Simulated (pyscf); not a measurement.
Optimised with ωB97X-D3(BJ)/def2-SVP in PySCF. MP2 and CC: frozen core, UHF for open shells. ΔMP2 is the change of the MP2 total energy from the triple- to the quadruple-zeta basis.

**Question.** For H₃Si–AsH• (SMILES [SiH3][AsH]) + H• (SMILES [H]) -> AsH₂• (SMILES [AsH2]) + SiH₃• (SMILES [SiH3]), a substitution at As (triplet surface; As–Si broken, As–H formed), PBE/def2-TZVP gives ΔE‡ = -0.05 eV and ΔE = -0.40 eV (zero: the separated reactants). In which direction and how far do B3LYP-D3(BJ)/def2-TZVP, M06-2X/def2-TZVP, CCSD(T)/def2-TZVPP + ΔMP2(QZVPP) move these?

**Answer.** B3LYP-D3(BJ): ΔE‡ = -0.10 eV, ΔE = -0.50 eV; M06-2X: ΔE‡ = 0.04 eV, ΔE = -0.45 eV; CCSD(T): ΔE‡ = 0.01 eV, ΔE = -0.45 eV. PBE's barrier lies among them. Its reaction energy lies over all of them, by 0.05 to 0.10 eV. At PBE, B3LYP-D3(BJ) this geometry lies under the reactants; that is no barrier but a single point on another level's saddle; such a level's own saddle, if it has one, lies nearer that side and is low. H₃Si–AsH• + H• also meet on a surface of lower spin, which isn't treated here. AsH₂• + SiH₃• also meet on a surface of lower spin, which isn't treated here. This is the saddle that the search found; another between the same sides may lie lower. The angle at the attacked As is 178°. The CCSD(T) − MP2 part came from Ansatz, without density fitting, on the same reference. The frozen core leaves the outer d or s,p core shells of the metals and heavy elements correlated in the MP2 and CC values, and def2-TZVPP describes them poorly, which can shift differences by a few kcal/mol. Elements up to Kr have no core potential and no relativistic terms here.
